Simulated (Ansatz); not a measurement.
**C5H7N: one species, many methods**

An exercise on one series of results from a longer session: the logs are not shown, and one member is left open.

Computed with Ansatz 0.2.0, Gaussian basis. Level: functionals in def2-TZVPP, the program's frozen cores in correlated methods.

Plan: LDA (SPW92), PBE-D4, revPBE-D4, BLYP-D4, r2SCAN-D4, B97M-V, PBE0-D4, B3LYP-D4, r2SCANh-D4, r2SCAN0-D4, HSE06-D4, BHLYP-D4, CAM-B3LYP-D4, LC-ωPBE, ωB97X-V, ωB97M-V, B2PLYP, PBE-QIDH; CCSD(T)/def2-SVP; CCSD(T)/def2-TZVPP; MP2/def2-QZVPP; extrapolation to the limit; RPA on PBE.

### The relaxed structure

The geometry comes from an earlier relaxation with PBE0-D4 in a triple-zeta def2 set; it is a stationary point, not always the lowest conformer.

13 atoms, charge 0, spin multiplicity 1.

Atoms are counted from 1 here; the program's logs count them from 0.

Bond lengths: C1–C2 1.323 Å, C1–H7 1.084 Å, C1–H8 1.084 Å, C2–C3 1.459 Å, C2–C5 1.526 Å, C3–N4 1.288 Å, C3–H9 1.088 Å, N4–C5 1.502 Å, C5–C6 1.506 Å, C5–H10 1.095 Å, C6–H11 1.092 Å, C6–H12 1.092 Å, C6–H13 1.093 Å. Angles: C2–C1–H7 121.2°, C2–C1–H8 121.4°, H7–C1–H8 117.4°, C1–C2–C3 138.5°, C1–C2–C5 137.6°, C3–C2–C5 83.9°, C2–C3–N4 98.3°, C2–C3–H9 135.1°, N4–C3–H9 126.7°, C3–N4–C5 91.1°, C2–C5–N4 86.8°, C2–C5–C6 118.4°, C2–C5–H10 113.6°, N4–C5–C6 114.3°, N4–C5–H10 110.2°, C6–C5–H10 111.3°, C5–C6–H11 110.2°, C5–C6–H12 110.7° and more.

Geometry (Å):

```xyz
13
charge 0, multiplicity 1
C     0.9764   -1.6461   -0.4723
C     0.0053   -0.8852    0.0052
C    -0.9762   -0.9142    1.0849
N    -1.5102    0.2397    0.8805
C    -0.6004    0.4845   -0.2888
C     0.2769    1.7006   -0.1479
H     1.5728   -1.3302   -1.3211
H     1.2083   -2.6086   -0.0302
H    -1.2477   -1.6282    1.8602
H    -1.1792    0.5175   -1.2173
H    -0.3335    2.6062   -0.1309
H     0.8537    1.6556    0.7783
H     0.9741    1.7734   -0.9860
```

The first run:

Input file in.yaml:

```yaml
crystal:
  periodic: [false, false, false]
  atoms:
    - {symbol: C, position_ang: [0.976353, -1.646089, -0.472326]}
    - {symbol: C, position_ang: [0.005349, -0.885177, 0.005210]}
    - {symbol: C, position_ang: [-0.976166, -0.914176, 1.084905]}
    - {symbol: N, position_ang: [-1.510181, 0.239699, 0.880519]}
    - {symbol: C, position_ang: [-0.600366, 0.484492, -0.288784]}
    - {symbol: C, position_ang: [0.276910, 1.700624, -0.147911]}
    - {symbol: H, position_ang: [1.572755, -1.330184, -1.321062]}
    - {symbol: H, position_ang: [1.208323, -2.608566, -0.030190]}
    - {symbol: H, position_ang: [-1.247701, -1.628216, 1.860214]}
    - {symbol: H, position_ang: [-1.179223, 0.517529, -1.217302]}
    - {symbol: H, position_ang: [-0.333549, 2.606172, -0.130866]}
    - {symbol: H, position_ang: [0.853719, 1.655646, 0.778347]}
    - {symbol: H, position_ang: [0.974078, 1.773444, -0.985955]}
basis:
  gaussian: {orbitals: def2-TZVPP}
hamiltonian: {xc: lda}
output: {orbitals: {seedname: orbitals}}
```

Started as:

```bash
ansatz run in.yaml --threads 4 --pin off --events-out ev --progress --plain --max-ram 10444MiB
```

Steps of the session up to this table: LDA; PBE-D4 (GGA); revPBE-D4 (GGA); BLYP-D4 (GGA); r2SCAN-D4 (meta-GGA); B97M-V (meta-GGA); B3LYP-D4 (hybrid); r2SCANh-D4 (hybrid); r2SCAN0-D4 (hybrid); HSE06-D4 (hybrid); BHLYP-D4 (hybrid); CAM-B3LYP-D4 (range-separated); LC-ωPBE (range-separated); ωB97X-V (range-separated); ωB97M-V (range-separated); B2PLYP (double hybrid); PBE-QIDH (double hybrid).

One of the session's tables, all rows but one given; the rest of the session is left out.

It belongs to the step «Orbital energies across the functionals». 

| functional | HOMO (eV) | gap (eV) |
| --- | --- | --- |
| LDA (SPW92) | -6.31 | 3.76 |
| PBE-D4 | -6.19 | 3.88 |
| revPBE-D4 | -6.13 | 3.92 |
| BLYP-D4 | -6.09 | 3.93 |
| r2SCAN-D4 | -6.50 | 4.34 |
| B97M-V | -6.66 | 4.61 |
| PBE0-D4 | -7.61 | 6.32 |
| B3LYP-D4 | -7.39 | 5.87 |
| r2SCANh-D4 | -7.06 | 5.28 |
| r2SCAN0-D4 | ? | ? |
| HSE06-D4 | -7.22 | 5.54 |
| BHLYP-D4 | -8.51 | 8.36 |
| CAM-B3LYP-D4 | -8.91 | 8.77 |
| LC-ωPBE | -10.29 | 11.29 |
| ωB97X-V | -9.88 | 10.83 |
| ωB97M-V | -9.79 | 10.66 |

Estimate the missing values for r2SCAN0-D4.

Worked estimate for «HOMO (eV)». Against the share of exact exchange, r2SCAN-D4 (0, -6.50), r2SCANh-D4 (0.1, -7.06) give a slope of -5.60 per unit share; at 0.25 the line stands at -7.90.

As computed: HOMO (eV): -7.75; gap (eV): 6.53. In «HOMO (eV)» the line misses by -0.15.
